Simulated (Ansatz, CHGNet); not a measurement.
**Fluorite SrCl2: properties by level of theory**

```csv
level (code),elastic constant C11 (GPa),elastic constant C44 (GPa),Voigt–Reuss–Hill shear modulus (GPa)
CHGNet 0.3.0 (CHGNet),59.9,8.3,11.2
CHGNet-r²SCAN (CHGNet),53.4,6.7,8.0
LC-ωPBE (Ansatz),72.5,10.0,15.1
PBE0 (Ansatz),70.8,9.4,14.4
```

Ansatz's density-functional and Hartree–Fock values are scalar-relativistic unless marked +SOC, with PAW data made under PBE.

Unless a cell is named, each level is at its own relaxed cell (CHGNet 0.3.0 28.98, CHGNet-r²SCAN 28.67, LC-ωPBE 28.42, PBE0 28.61 Å³/atom).

Static lattice: no zero-point or thermal effects.

Ansatz is an electronic-structure program.
